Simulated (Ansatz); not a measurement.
**LiSi (doublet): wave-function methods side by side at distance Si1–Li2 = 2.193 Å, aug-cc-pVDZ**

Aim: climb from Hartree-Fock through coupled cluster and multireference methods for LiSi (doublet) at one geometry and basis, and see what each rung misses.

Program: Ansatz 0.2.0, Gaussian basis. Level of theory: aug-cc-pVDZ, core rule «outside noble gas», up to 6 orbitals frozen. These are calculated values, not measurements.

To be run: UHF; CCSD(T) on ROHF; CCSD(T) on UHF; BCCD(T) on ROHF; CISD as a restricted active space (open shells left free, so some higher excitations enter); CCSDT(Q) on ROHF; CCSDT(Q) on UHF; CASSCF and MRCISD+Q, 3 electrons in 3 orbitals; CASSCF and NEVPT2, 3 electrons in 3 orbitals; Full CI.

68 further runs of the same task are left out: 40 for a known fault of the program, 21 that didn't finish, 7 set aside as unsound or not needed. Runs told in other sessions of the task aren't counted.

### Step 1. The system

The geometry derives from a PBE0/def2-TZVP stationary point (not a proven minimum). One bond is set to the value named and the two fragments are kept rigid.

2 atoms, charge 0, spin multiplicity 2.

Atoms are counted from 1 here; the program's logs count them from 0.

Bond lengths: Si1–Li2 2.193 Å.

Geometry (Å):

```xyz
2

Si    0.0000    0.0000    0.0000
Li    0.0000    0.0000    2.1930
```

### Step 2. UHF

Contents of in.yaml:

```yaml
crystal:
  periodic: [false, false, false]
  atoms:
    - {symbol: Si, position_ang: [0.000000, 0.000000, 0.000000]}
    - {symbol: Li, position_ang: [0.000000, 0.000000, 2.193000]}
basis:
  gaussian: {orbitals: aug-cc-pVDZ}
magnetization: {spin_polarized: true, initial_magnetization: 1}
hamiltonian: {xc: hf}
output: {orbitals: {seedname: orbitals}}
```

Started as:

```sh
> ansatz run in.yaml --threads 1 --pin off --events-out ev --progress --plain --max-ram 2393MiB
```

After this run come: CCSD(T) on ROHF; CCSD(T) on UHF; BCCD(T) on ROHF; CISD as a restricted active space (open shells left free, so some higher excitations enter); CCSDT(Q) on ROHF; CCSDT(Q) on UHF; CASSCF and MRCISD+Q, 3 electrons in 3 orbitals; CASSCF and NEVPT2, 3 electrons in 3 orbitals; Full CI.

Q: Predict the results of all the runs planned. Wanted: FCI from the RHF energy; RMP2 from FCI; RCCSD from FCI; RCCSD(T) from FCI; RCCSDT(Q) from FCI; NEVPT2 pair from FCI; T1 diagnostic; effectively unpaired electrons.

**Answer**, as computed:

```
                         quantity              value
          FCI from the ROHF energy         -2.8005 eV
                    RMP2 from FCI       +79.8 kJ/mol
                   RCCSD from FCI       +15.0 kJ/mol
                RCCSD(T) from FCI        +5.3 kJ/mol
               RCCSDT(Q) from FCI        +0.2 kJ/mol
             NEVPT2 pair from FCI       +72.3 kJ/mol
levels within 1 kcal/mol (43 meV)  RCCSDT, RCCSDT(Q)
                    T1 diagnostic              0.026
   effectively unpaired electrons               1.40
```

RCCSD(T) misses by +5.3 kJ/mol, 2.0 % of the correlation energy. The occupations show static correlation (1.40 effectively unpaired electrons where one determinant has 1). These misses are within one basis, not against nature.

The restricted and unrestricted ladders end 0.85 eV apart at CCSDT(Q), which points to two states or an unsound top rung; rows of one don't measure the error of the other.

With open shells the CI space here admits some higher excitations, so it is larger than plain CISD.
